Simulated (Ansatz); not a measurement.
# Tungsten, bcc: convergence with Gaussian smearing

Computed with Ansatz, LDA, scalar-relativistic PAW, on the relaxed cell (a = 3.135 Å; spin not included). Errors count from a run at 420 eV on a Γ-centred 23×23×23 mesh with Fermi-Dirac smearing of 0.1 eV, extrapolated to zero width. Fixed here: cutoff 420 eV, mesh 14×14×14. The SCF starts from atomic densities corrected by a trained network.

```json
{"width (eV)": "0.01", "E(σ→0) error (meV/atom)": "12.7", "F error (meV/atom)": "12.6", "P (GPa)": "-0.14", "SCF iterations": "6"}
{"width (eV)": "0.03", "E(σ→0) error (meV/atom)": "12.7", "F error (meV/atom)": "12.4", "P (GPa)": "-0.08", "SCF iterations": "6"}
{"width (eV)": "0.1", "E(σ→0) error (meV/atom)": "12.3", "F error (meV/atom)": "9.7", "P (GPa)": "-0.03", "SCF iterations": "6"}
{"width (eV)": "0.2", "E(σ→0) error (meV/atom)": "10.5", "F error (meV/atom)": "3.4", "P (GPa)": "0.01", "SCF iterations": "6"}
{"width (eV)": "0.3", "E(σ→0) error (meV/atom)": "8.5", "F error (meV/atom)": "-4.5", "P (GPa)": "0.02", "SCF iterations": "6"}
{"width (eV)": "0.6", "E(σ→0) error (meV/atom)": "6.0", "F error (meV/atom)": "-39.8", "P (GPa)": "0.20", "SCF iterations": "6"}
{"width (eV)": "1.0", "E(σ→0) error (meV/atom)": "13.2", "F error (meV/atom)": "-123.7", "P (GPa)": "0.86", "SCF iterations": "6"}
```
